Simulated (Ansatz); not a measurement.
**How methods differ on PH (SMILES [PH])**

PH: 2 atoms, total charge 0, spin state triplet. As SMILES, `[PH]`. The coordinates come from a PBE0-D4/def2-TZVP relaxation.

```tsv
atom	x (Å)	y (Å)	z (Å)
P	0.0000	0.0000	-0.0146
H	0.0000	0.0000	1.4137
```

Each level gives the energy change with the P1–H2 bond stretched from 1.428 to 2.142 Å (eV). The values are calculated.

| level | kind | program | value (eV) | less FCI/cc-pVDZ |
| --- | --- | --- | --- | --- |
| UHF/cc-pVDZ | Hartree–Fock | Ansatz | 1.73 | +0.07 |
| U-revPBE/cc-pVDZ | GGA | Ansatz | 1.68 | +0.02 |
| UBHLYP/cc-pVDZ | global hybrid | Ansatz | 1.97 | +0.31 |
| U-wB97M-V/cc-pVDZ | range-separated hybrid | Ansatz | 1.92 | +0.26 |
| UB2PLYP/cc-pVDZ | double hybrid | Ansatz | 1.89 | +0.23 |
| RPA@PBE/cc-pVDZ | RPA | Ansatz | 1.74 | +0.08 |
| UCCSDT(Q)/cc-pVDZ | coupled cluster or CI | Ansatz | 1.66 | 0.00 |
| UCCSDT/cc-pVDZ | coupled cluster or CI | Ansatz | 1.66 | 0.00 |
| FCI/3-21G | exact in the basis | Ansatz | 1.19 | -0.47 |
| FCI/cc-pVDZ | exact in the basis | Ansatz | 1.66 | 0.00 |

FCI/cc-pVDZ is exact within its basis and frozen core, so for wave-function methods in that basis the difference is their error; functionals converge differently with the basis, so for them it is only a difference. The first shape isn't each level's own minimum. The values span 1.19 to 1.97 eV. Spin contamination of the reference (⟨S²⟩ at least 0.1 too high) touches UHF/cc-pVDZ, UBHLYP/cc-pVDZ, U-wB97M-V/cc-pVDZ, UB2PLYP/cc-pVDZ, UCCSDT(Q)/cc-pVDZ, UCCSDT/cc-pVDZ. High-level rows in very small sets aren't better than simpler rows in larger ones. Without the sets that lack polarisation functions the rows with a basis span only 1.66 to 1.97 eV.
